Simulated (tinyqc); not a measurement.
MP2 on RHF in the sto-3g basis, frozen core, for HF, spin multiplicity 1, step by step. One step of it, computed by the program tinyqc.

Task: Second-order Moller-Plesset energy. E2 = sum_ijab (ia|jb) [2 (ia|jb) - (ib|ja)] / (e_i + e_j - e_a - e_b) over occupied i, j and virtual a, b; the opposite-spin part is (ia|jb)^2 / denominator, the rest is same-spin, and SCS-MP2 scales them by 6/5 and 1/3.

orbital energies (hartree): MO1 -25.911947, MO2 -1.438744, MO3 -0.544919, MO4 -0.462028, MO5 -0.462028, MO6 0.503927

Two-electron integrals over orbitals (pq|rs), unique and non-zero (hartree); the lowest 1 orbital is frozen and left out:
```
(22|22) 0.860684    (32|22) -0.034064   (32|32) 0.150808    (33|22) 0.732268
(33|32) -0.033409   (33|33) 0.728593    (42|42) 0.184546    (43|42) -0.037287
(43|43) 0.042471    (44|22) 0.884961    (44|32) -0.075458   (44|33) 0.724490
(44|44) 0.997514    (52|52) 0.184546    (53|52) -0.037287   (53|53) 0.042471
(54|54) 0.053770    (55|22) 0.884961    (55|32) -0.075458   (55|33) 0.724490
(55|44) 0.889973    (55|55) 0.997514    (62|22) -0.113196   (62|32) -0.059177
(62|33) -0.029727   (62|44) -0.111053   (62|55) -0.111053   (62|62) 0.093939
(63|22) -0.194364   (63|32) 0.092193    (63|33) -0.111444   (63|44) -0.216182
(63|55) -0.216182   (63|62) 0.049776    (63|63) 0.198768    (64|42) -0.037136
(64|43) -0.018043   (64|64) 0.030546    (65|52) -0.037136   (65|53) -0.018043
(65|65) 0.030546    (66|22) 0.665266    (66|32) 0.061294    (66|33) 0.664839
(66|44) 0.641996    (66|55) 0.641996    (66|62) -0.062585   (66|63) -0.018917
(66|66) 0.701475
```

Hartree-Fock energy = -98.56354340 hartree

Give: Terms; Pair energies; MP2 correlation energy; SCS-MP2 correlation energy; MP2 total energy.

Result:

Terms:
```
i  j  a  b  (ia|jb)  (ib|ja)  denominator       term
3  3  6  6    0.199    0.199       -2.098     -0.019
2  2  6  6    0.094    0.094       -3.885  -2.27e-03
2  3  6  6    0.050    0.050       -2.992  -8.28e-04
3  2  6  6    0.050    0.050       -2.992  -8.28e-04
4  4  6  6    0.031    0.031       -1.932  -4.83e-04
5  5  6  6    0.031    0.031       -1.932  -4.83e-04
```

Pair energies (hartree; pair i-j sums ij and ji):
```
pair  opposite spin  same spin
2-2       -2.27e-03      0.000
3-2       -1.66e-03      0.000
3-3          -0.019      0.000
4-4       -4.83e-04      0.000
5-5       -4.83e-04      0.000
```

MP2 correlation energy = -0.02373 hartree

SCS-MP2 correlation energy = -0.02847 hartree

MP2 total energy = -98.58727 hartree
